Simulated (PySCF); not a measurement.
Structure revision by computed shifts

A compound C4H8O2 gives the data below (simulated from a calculation) and was assigned the structure `C1COCOC1`.

$^{13}$C{$^{1}$H} NMR (computed): δ 72.3 (CH2, 4C).

$^{1}$H NMR (400 MHz, computed): δ 3.55 (s, 8H).

Computed data (PySCF 2.14.0 with density-fitted response routines): GIAO CAM-B3LYP/pcSseg-2 shieldings, B3LYP/pcJ-1 coupling constants (without the spin–dipole term), coordinates at the PBE0-D3(BJ)/def2-SVP level. Single conformer, non-relativistic Hamiltonian, averaged over atoms made equivalent by symmetry, fast rotation or ring inversion, in vacuum.

References, each an isolated molecule treated in the same way: $^{1}$H, $^{13}$C against TMS.

Q: Compare with the shifts computed for the proposed structure, pairing carbons in order of shift.

A: Mapped SMILES: `[CH2:1]1[CH2:2][O:3][CH2:4][O:5][CH2:6]1` (H(Xn): hydrogen on atom n).

```
atom  computed for proposal  given list  difference
  C4                   99.4        72.3       +27.1
  C2                   70.9        72.3        -1.4
  C6                   70.9        72.3        -1.4
  C1                   31.1        72.3       -41.2
```

The rms difference is 24.7 ppm and the largest -41.2 ppm at C1 (sp3 CH2 in a ring). The proposal also would give 3 carbon signals, not 1. The proposal doesn't fit.

Q: Which isomer fits?

A: SMILES C1COCCO1.

- Carbon types of the structure: 4 × CH2, which accounts for all hydrogens.
- δC 72.3: sp3 CH2 bonded to O; deshielded by the electronegative neighbour.
- δH 3.55: hydrogen on an sp3 CH2 bonded to O; its carbon carries O, which withdraws density.

The shifts were computed for this structure.

Shifts are as computed, not scaled to solution data. Of 1211 compounds with measured shifts, 218 miss one by over three times the rms of a fit or turn the order of signals round; such compounds aren't used in these exercises.
